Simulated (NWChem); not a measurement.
# Basis-set convergence for disilane (H6Si2)

```xyz
8

Si     1.1770     0.0521     0.0000
Si    -1.1770    -0.0521     0.0000
H      1.6628     0.7747     1.2130
H      1.6628     0.7747    -1.2130
H      1.7559    -1.3242     0.0000
H     -1.6628    -0.7747     1.2130
H     -1.6628    -0.7747    -1.2130
H     -1.7559     1.3242     0.0000
```
Charge 0, spin multiplicity 1.

Everything below was run with NWChem. All single points use one geometry, from B3LYP/def2-SVP, a minimum by its harmonic frequencies.

Quantity: vertical ionisation energy at the level ΔHF (Δ: difference of total energies, the cation a doublet at the parent's geometry with its hole in an orbital of symmetry ag (C2h labels); it is the state that the SCF runs reached, from PBE0 orbitals for Hartree-Fock references, and need not be the lowest).

The Pople sets run with spherical d functions. No SCF solution was tested for a lower state. Open-shell Hartree-Fock references start from PBE0 orbitals; any time given for them includes that run.

The cost column gives rough processor time relative to 3-21G; each entry includes its own SCF.

```tsv
basis	functions	vertical ionisation energy (eV)	relative cost
3-21G	38	…	1
cc-pVDZ	66	9.86	under 3
pcseg-1	66	…	under 3
def2-SVP	66	…	under 3
def2-SVPD	96	9.86	under 3
6-311++G**	102	9.88	under 3
aug-pcseg-1	108	9.89	6
def2-TZVP	110	9.78	4
pcseg-2	152	9.81	6
```

Question: Some entries are withheld; supply them.

Answer: 
- 3-21G, vertical ionisation energy (eV): 10.20
- pcseg-1, vertical ionisation energy (eV): 9.92
- def2-SVP, vertical ionisation energy (eV): 9.97
